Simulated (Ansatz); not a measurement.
CH8AlN, closed shell: a relaxation.

in.yaml

```yaml
crystal:
  periodic: [false, false, false]
  atoms:
    - {symbol: Al, position_ang: [-0.997226, -0.470981, -0.260974]}
    - {symbol: C, position_ang: [1.176986, -0.470538, 0.466429]}
    - {symbol: H, position_ang: [-0.937044, -1.351003, -1.597531]}
    - {symbol: H, position_ang: [-1.809400, -0.959703, 1.029945]}
    - {symbol: H, position_ang: [0.541895, 0.356812, 0.120600]}
    - {symbol: N, position_ang: [-0.712306, 1.326271, -0.439533]}
    - {symbol: H, position_ang: [1.455323, -0.206602, 1.486077]}
    - {symbol: H, position_ang: [0.894788, -1.564625, 0.515874]}
    - {symbol: H, position_ang: [2.025590, -0.432281, -0.204676]}
    - {symbol: H, position_ang: [-0.562382, 1.770036, -1.333614]}
    - {symbol: H, position_ang: [-1.076224, 2.002513, 0.217302]}
basis:
  gaussian: {orbitals: def2-TZVP}
hamiltonian: {xc: pbe0, dispersion: d4}
relax: {f_tol: 0.005, max_steps: 200}
```

Run by:

```bash
ansatz run in.yaml --threads 2 --pin off --events-out ev --progress --plain --max-ram 4352MiB
```

The run's output (Ansatz 0.2.0):

```
Functional definition: PBE0
  name "PBE0"
  cite "Adamo & Barone, J. Chem. Phys. 110, 6158 (1999) doi:10.1063/1.478522"
  cite "Perdew, Burke & Ernzerhof, Phys. Rev. Lett. 77, 3865 (1996) doi:10.1103/PhysRevLett.77.3865"
  parent pbe
  parameter a = 0.25
  parameter kappa = 0.804
  parameter beta = 0.06672455060314922
  exchange = (1 - a)*pbe_x(kappa = kappa, mu = beta*pi^2/3) + a*exact_x
  correlation = pbe_c(beta = beta)
966 factors; their error is unknown
mean field evaluation 1: about -9239.0565 eV, gradient 7.1e1 eV
mean field evaluation 2: about -9227.1566 eV, gradient 9.5e1 eV
mean field evaluation 4: about -9248.9880 eV, gradient 5.8e0 eV
mean field evaluation 8: about -9249.0643 eV, gradient 2.8e-2 eV
mean field evaluation 16: about -9249.0722 eV, gradient 7.1e-5 eV
mean field -9249.07224843 eV, -339.8971358833 hartree, gradient 7.1e-5 eV, S^2 0.000000; 0 other end points of the search recorded, 0 dependent functions left out
the calculation of the forces begins
reference -9249.07228332 eV, -339.8971371657 hartree; 17, 17 occupied and 130, 130 virtual orbitals, 966 factors
relax step   1: F+E_penalty+E_count = -9249.21205798 eV  Δ(F+E_penalty+E_count) = +0.000e0 eV  max|allowed force component| = 2.179e0 eV/Å  Δτ_max = 0.0000 Å  (25 SCF iters, accepted)
relax step   2: F+E_penalty+E_count = -9249.59177989 eV  Δ(F+E_penalty+E_count) = -3.797e-1 eV  max|allowed force component| = 7.527e-1 eV/Å  Δτ_max = 0.1950 Å  (28 SCF iters, accepted)
relax step   3: F+E_penalty+E_count = -9249.72030291 eV  Δ(F+E_penalty+E_count) = -1.285e-1 eV  max|allowed force component| = 1.851e0 eV/Å  Δτ_max = 0.2000 Å  (29 SCF iters, accepted)
relax step   4: F+E_penalty+E_count = -9249.98135576 eV  Δ(F+E_penalty+E_count) = -2.611e-1 eV  max|allowed force component| = 4.511e-1 eV/Å  Δτ_max = 0.1948 Å  (28 SCF iters, accepted)
relax step   5: F+E_penalty+E_count = -9249.97557019 eV  Δ(F+E_penalty+E_count) = +5.786e-3 eV  max|allowed force component| = 5.327e-1 eV/Å  Δτ_max = 0.1899 Å  (28 SCF iters, rejected (line search))
relax step   6: F+E_penalty+E_count = -9250.02342166 eV  Δ(F+E_penalty+E_count) = -4.207e-2 eV  max|allowed force component| = 1.951e-1 eV/Å  Δτ_max = 0.0943 Å  (27 SCF iters, accepted)
relax step   7: F+E_penalty+E_count = -9250.03993367 eV  Δ(F+E_penalty+E_count) = -1.651e-2 eV  max|allowed force component| = 1.064e-1 eV/Å  Δτ_max = 0.0967 Å  (27 SCF iters, accepted)
relax step   8: F+E_penalty+E_count = -9250.04527734 eV  Δ(F+E_penalty+E_count) = -5.344e-3 eV  max|allowed force component| = 5.370e-2 eV/Å  Δτ_max = 0.0691 Å  (28 SCF iters, accepted)
relax step   9: F+E_penalty+E_count = -9250.04597594 eV  Δ(F+E_penalty+E_count) = -6.986e-4 eV  max|allowed force component| = 1.554e-2 eV/Å  Δτ_max = 0.0411 Å  (27 SCF iters, accepted)
relax step  10: F+E_penalty+E_count = -9250.04604720 eV  Δ(F+E_penalty+E_count) = -7.126e-5 eV  max|allowed force component| = 7.644e-3 eV/Å  Δτ_max = 0.0100 Å  (30 SCF iters, accepted)
relax step  11: F+E_penalty+E_count = -9250.04605744 eV  Δ(F+E_penalty+E_count) = -1.024e-5 eV  max|allowed force component| = 3.018e-3 eV/Å  Δτ_max = 0.0045 Å  (30 SCF iters, accepted)
relax step  12: F+E_penalty+E_count = -9250.04605313 eV  Δ(F+E_penalty+E_count) = +4.309e-6 eV  max|allowed force component| = 1.099e-2 eV/Å  Δτ_max = 0.0113 Å  (29 SCF iters, rejected (line search))
relax step  13: F+E_penalty+E_count = -9250.04606909 eV  Δ(F+E_penalty+E_count) = -1.165e-5 eV  max|allowed force component| = 2.160e-3 eV/Å  Δτ_max = 0.0055 Å  (30 SCF iters, accepted)
relax step  14: F+E_penalty+E_count = -9250.04610756 eV  Δ(F+E_penalty+E_count) = -3.847e-5 eV  max|allowed force component| = 1.214e-2 eV/Å  Δτ_max = 0.0288 Å  (28 SCF iters, accepted)
relax step  15: F+E_penalty+E_count = -9250.04577891 eV  Δ(F+E_penalty+E_count) = +3.286e-4 eV  max|allowed force component| = 1.085e-1 eV/Å  Δτ_max = 0.0762 Å  (28 SCF iters, rejected (line search))
relax step  16: F+E_penalty+E_count = -9250.04614891 eV  Δ(F+E_penalty+E_count) = -4.135e-5 eV  max|allowed force component| = 2.447e-2 eV/Å  Δτ_max = 0.0208 Å  (29 SCF iters, accepted)
relax step  17: F+E_penalty+E_count = -9250.04634826 eV  Δ(F+E_penalty+E_count) = -1.994e-4 eV  max|allowed force component| = 6.016e-2 eV/Å  Δτ_max = 0.0720 Å  (28 SCF iters, accepted)
relax step  18: F+E_penalty+E_count = -9250.04651053 eV  Δ(F+E_penalty+E_count) = -1.623e-4 eV  max|allowed force component| = 2.315e-2 eV/Å  Δτ_max = 0.0071 Å  (30 SCF iters, accepted)
relax step  19: F+E_penalty+E_count = -9250.04671857 eV  Δ(F+E_penalty+E_count) = -2.080e-4 eV  max|allowed force component| = 2.320e-3 eV/Å  Δτ_max = 0.0214 Å  (28 SCF iters, accepted)
relax step  20: F+E_penalty+E_count = -9250.04478287 eV  Δ(F+E_penalty+E_count) = +1.936e-3 eV  max|allowed force component| = 2.645e-1 eV/Å  Δτ_max = 0.1340 Å  (26 SCF iters, rejected (line search))
relax step  21: F+E_penalty+E_count = -9250.04696100 eV  Δ(F+E_penalty+E_count) = -2.424e-4 eV  max|allowed force component| = 5.662e-3 eV/Å  Δτ_max = 0.0337 Å  (27 SCF iters, accepted)
relax step  22: F+E_penalty+E_count = -9250.04727633 eV  Δ(F+E_penalty+E_count) = -3.153e-4 eV  max|allowed force component| = 3.382e-2 eV/Å  Δτ_max = 0.0454 Å  (27 SCF iters, accepted)
relax step  23: F+E_penalty+E_count = -9250.04625813 eV  Δ(F+E_penalty+E_count) = +1.018e-3 eV  max|allowed force component| = 2.113e-1 eV/Å  Δτ_max = 0.0954 Å  (26 SCF iters, rejected (line search))
relax step  24: F+E_penalty+E_count = -9250.04687158 eV  Δ(F+E_penalty+E_count) = +4.047e-4 eV  max|allowed force component| = 1.813e-1 eV/Å  Δτ_max = 0.0032 Å  (29 SCF iters, rejected (line search))
relax step  25: F+E_penalty+E_count = -9250.04731281 eV  Δ(F+E_penalty+E_count) = -3.648e-5 eV  max|allowed force component| = 2.126e-2 eV/Å  Δτ_max = 0.0015 Å  (22 SCF iters, accepted)
relax step  26: F+E_penalty+E_count = -9250.04757153 eV  Δ(F+E_penalty+E_count) = -2.587e-4 eV  max|allowed force component| = 3.452e-3 eV/Å  Δτ_max = 0.0268 Å  (27 SCF iters, accepted)
Total energy: -9250.04760769 eV, -339.9329796750 hartree
Atom 0 at    -1.361231    -0.241042    -0.370983 Å, force     0.000185     0.000009     0.000286 eV/Å
Atom 1 at     1.625526    -0.690664     0.621632 Å, force     0.003021    -0.000371     0.001563 eV/Å
Atom 2 at    -1.077862    -1.209617    -1.591682 Å, force    -0.000853    -0.000183     0.000520 eV/Å
Atom 3 at    -1.778240    -0.733293     1.074963 Å, force     0.000582     0.000430     0.000913 eV/Å
Atom 4 at     1.217538     0.271406     0.301834 Å, force    -0.001152    -0.000509    -0.000534 eV/Å
Atom 5 at    -1.316849     1.501933    -0.671869 Å, force     0.000093     0.000030    -0.000284 eV/Å
Atom 6 at     1.660943    -0.722603     1.709474 Å, force    -0.003452    -0.000674    -0.000135 eV/Å
Atom 7 at     1.013986    -1.518634     0.256749 Å, force     0.000337     0.000809    -0.002947 eV/Å
Atom 8 at     2.629274    -0.795983     0.210993 Å, force     0.001617     0.000345     0.000929 eV/Å
Atom 9 at    -1.098726     1.928413    -1.557693 Å, force    -0.000865    -0.000468    -0.000303 eV/Å
Atom 10 at    -1.514358     2.209983     0.016482 Å, force     0.000486     0.000582    -0.000007 eV/Å
Dipole moment:     0.132518     0.239890    -0.002282 e Å

[the SCF lines of later steps are left out]
```

The run took about 40 s on 2 CPU threads of an Intel Xeon 6975P-C (shared host).
